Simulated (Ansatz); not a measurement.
**SiH− (singlet): from Hartree-Fock to the top rungs at distance Si1–H2 = 1.942 Å, aug-cc-pVDZ**

One table from this session's results is given with a row withheld; the runs are named, their logs left out.

The runs use Ansatz 0.2.0, Gaussian basis; aug-cc-pVDZ, core rule «outside noble gas», up to 5 orbitals frozen.

To be run: UHF; CCSD(T) on RHF; CCSD(T) on UHF; BCCD(T) on RHF; CISD; CCSDT(Q) on RHF; CCSDT(Q) on UHF; CASSCF and MRCISD+Q, 2 electrons in 2 orbitals; CASSCF and NEVPT2, 2 electrons in 2 orbitals; CASSCF and MRCISD+Q, 6 electrons in 5 orbitals; CASSCF and NEVPT4(SD), 6 electrons in 5 orbitals; CASSCF and NEVPT2, 6 electrons in 5 orbitals; Full CI.

27 further runs of the same task are left out: 8 for a known fault of the program, 13 that didn't finish, 6 set aside as unsound or not needed. Runs told in other sessions of the task aren't counted.

### The system

The geometry derives from a PBE0/def2-TZVPD stationary point (not a proven minimum). One bond is set to the value named and the two fragments are kept rigid.

2 atoms, charge -1, spin multiplicity 1.

Atoms are counted from 1 here; the program's logs count them from 0.

No contacts short enough for the rule that draws bonds.

Coordinates:

```tsv
atom	x (Å)	y (Å)	z (Å)
Si1	0.0000	0.0000	0.0000
H2	0.0000	0.0000	1.9420
```

Set-up of the first run:

in.yaml

```yaml
crystal:
  periodic: [false, false, false]
  atoms:
    - {symbol: Si, position_ang: [0.000000, 0.000000, 0.000000]}
    - {symbol: H, position_ang: [0.000000, 0.000000, 1.942000]}
basis:
  gaussian: {orbitals: aug-cc-pVDZ}
total_charge: -1
magnetization: {spin_polarized: true, initial_magnetization: 0}
hamiltonian: {xc: hf}
output: {orbitals: {seedname: orbitals}}
```

The run is started by

```bash
ansatz run in.yaml --threads 1 --pin off --events-out ev --progress --plain --max-ram 2393MiB
```

Steps of the session up to this table: UHF; CCSD(T) on RHF; CCSD(T) on UHF; BCCD(T) on RHF; CISD; CCSDT(Q) on RHF; CCSDT(Q) on UHF; CASSCF and MRCISD+Q, 2 electrons in 2 orbitals; CASSCF and NEVPT2, 2 electrons in 2 orbitals; CASSCF and MRCISD+Q, 6 electrons in 5 orbitals; CASSCF and NEVPT4(SD), 6 electrons in 5 orbitals; CASSCF and NEVPT2, 6 electrons in 5 orbitals; Full CI.

One of the session's tables, all rows but one given; the rest of the session is left out.

```
   method  from FCI (kJ/mol)
      RHF             +364.2
     RMP2             +110.3
     CISD              +54.1
    RCCSD              +31.9
 RCCSD(T)                  ?
  BCCD(T)              +16.9
   RCCSDT               +3.4
RCCSDT(Q)               -0.7
      FCI                  0
```

Q: Estimate the row for RCCSD(T) from the others.

**Answer.** from FCI (kJ/mol): +16.8. In the column «from FCI (kJ/mol)» it lies between RCCSDT (+3.4) and BCCD(T) (+16.9).

Left out of the table: CASSCF pair, NEVPT2 pair, MRCISD pair, MRCISD+Q pair, CASSCF valence, NEVPT2 valence, NEVPT4(SD) valence, MRCISD valence, MRCISD+Q valence (the active space lost an orbital or holds another state than full CI finds).

Limits of these values: The report flags that the cluster equations may have other roots. Left out of the table: UHF, UMP2, UCCSD, UCCSD(T), UCCSDT, UCCSDT(Q) (another determinant or state than the rows shown). The program flags RCCSDT(Q) as in doubt, so those rows may rest on another solution. RCCSDT(Q) falls below full CI, which methods that aren't variational can do. Warnings in the runs' records: passed over end.
